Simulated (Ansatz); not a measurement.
Abridged output of a molecular run in Ansatz:

```
Functional definition: HF
1231 factors; integrals over basis functions are off by at most 9.2e-4 eV
mean field evaluation 1: about -13330.2366 eV, gradient 2.8e1 eV
mean field evaluation 2: about -13330.2381 eV, gradient 2.8e1 eV
mean field evaluation 4: about -13332.3781 eV, gradient 3.3e0 eV
mean field evaluation 8: about -13332.4350 eV, gradient 3.7e-1 eV
mean field evaluation 16: about -13332.3757 eV, gradient 3.2e0 eV
mean field -13332.43610406 eV, -489.9579897746 hartree, gradient 3.3e-6 eV, S^2 0.000000; 0 other end points of the search recorded, 0 dependent functions left out
7 core orbitals not correlated: weight in the atoms' cores, before any rotation towards them, 1.000 or more for the frozen orbitals, at most 0.000 for the correlated occupied ones
reference -13332.43610406 eV, -489.9579897746 hartree; 8, 8 occupied and 190, 190 virtual orbitals, 1231 factors
second order -15.18773493 eV of doubles, -0.00000000 eV of singles
cycle   1  -14.68013903 eV  change    5.1e-1 eV  update   1.1e-1
cycle   2  -15.15439267 eV  change   -4.7e-1 eV  update   3.6e-2
cycle   3  -15.25528250 eV  change   -1.0e-1 eV  update   1.6e-2
cycle   4  -15.24566692 eV  change    9.6e-3 eV  update   4.2e-3
cycle   5  -15.24714409 eV  change   -1.5e-3 eV  update   2.0e-3
cycle   6  -15.24754328 eV  change   -4.0e-4 eV  update   4.6e-4
cycle   7  -15.24724552 eV  change    3.0e-4 eV  update   2.5e-4
cycle   8  -15.24719106 eV  change    5.4e-5 eV  update   8.3e-5
cycle   9  -15.24719034 eV  change    7.1e-7 eV  update   3.3e-5
cycle  10  -15.24718128 eV  change    9.1e-6 eV  update   1.3e-5
perturbative correction -0.91386068 eV, -0.0335837606 hartree
Total energy: -13348.59714603 eV, -490.5518971125 hartree
```

Its atoms:

Cartesian coordinates in Å:
```
N -0.579 0.927 -0.761
C -0.070 0.112 -0.092
S 0.649 -1.039 0.852
```

Problem. Which basis set was used?
A. def2-SVP
B. cc-pV(Q+d)Z
C. def2-TZVPPD
D. def2-QZVPPD

Solution. D. It gives 205 functions.

Problem. Write the keys of the input that set method, charge and spin (a neutral closed shell needs none for the last two).

Solution. 
```yaml
total_charge: -1
correlation: {method: ccsd_t}
```
